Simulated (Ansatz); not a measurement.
We consider bcc K, described by r²SCAN (plane waves, PAW; Ansatz, a program for electronic structure).

Numerical settings: plane-wave cutoff 600 eV, 18×18×18 k mesh, Fermi–Dirac smearing 0.075 eV (set by the program), scalar-relativistic PAW data made under PBE.

Computed at the level's own relaxed cell.

```
K
1.0
   -2.67408     2.67408     2.67408
    2.67408    -2.67408     2.67408
    2.67408     2.67408    -2.67408
K
1
Direct
  0.00000   0.00000   0.00000
```

Question: Give the elastic tensor (Voigt notation, GPa, ions relaxed, in the Cartesian axes of the cell as printed).

Answer: 
```
    3.9     3.2     3.2     0.0     0.0     0.0
    3.2     3.9     3.2     0.0     0.0     0.0
    3.2     3.2     3.9     0.0     0.0     0.0
    0.0     0.0     0.0     2.7     0.0     0.0
    0.0     0.0     0.0     0.0     2.7     0.0
    0.0     0.0     0.0     0.0     0.0     2.7
```

Computed values are for the static lattice.
